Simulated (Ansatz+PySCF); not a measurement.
The numbers below are computed, except where a source is named.
**Several solutions for triplet B₂**

```xyz
2

B     0.0000    0.0000   -0.7869
B     0.0000    0.0000    0.7869
```

Basis set: def2-SVP (spherical functions). Charge 0, multiplicity 3.

PBE (unrestricted) was run from several starts with Ansatz (development build ahead of 0.2.0).

```
run  program                        start  converged  energy (hartree)  <S²>
  A   Ansatz  search for the lowest state        yes         -49.29295     –
  B   Ansatz      atomic start, no search        yes         -49.28668     –
  C   Ansatz      stability test followed        yes         -49.29295     –
```

Which runs reached the lowest solution of this kind, and what is wrong with the others?

A, C reached the lowest solution found. Converged but too high: B by 0.17 eV. Convergence only shows a stationary point, and even a stable one can lie too high; stability tests and further starts are what find lower ones.
